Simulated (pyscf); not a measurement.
Elementary routes open to cyclic H₅O₃Si₃ (SMILES O1[SiH]O[SiH2]O[SiH2]1) [doublet] + F–CH₂–F in the gas phase (doublet surface):
A. cyclic H₅FO₃Si₃ (SMILES F[SiH]1O[SiH2]O[SiH2]O1) + •H₂C–F (C–F broken; F–Si formed)
B. cyclic H₆O₃Si₃ (SMILES O1[SiH2]O[SiH2]O[SiH2]1) + F–CH•–F (C–H broken; H–Si formed)

Structures and frequencies: ωB97X-D3(BJ)/def2-SVP in PySCF.

Task: Rank the routes by free-energy barrier at 900 K, lowest first, for ωB97M-D3(BJ)/def2-TZVP energies (ideal gas, 1 atm, RRHO with modes under 100 cm⁻¹ raised to 100, one conformer, R ln 2 for chiral ones without a mode under 150 cm⁻¹).

Result: B (49.4 kcal/mol), A (58.4 kcal/mol)

Route B is the fastest of these, ahead of the next by 9.0 kcal/mol. The most stable products are those of A (ΔG = -45.1 kcal/mol), whose barrier is 9.0 kcal/mol higher: the kinetic and the thermodynamic product differ. At 298 K B is still the fastest. A: On the product side the descent ends in a complex (not fully relaxed), 4.3 kcal/mol under the separated species and 73.2 kcal/mol under the saddle at ωB97X-D3(BJ)/def2-TZVP. Only these routes are compared; each barrier is that of the saddle found, and lower ones may exist.
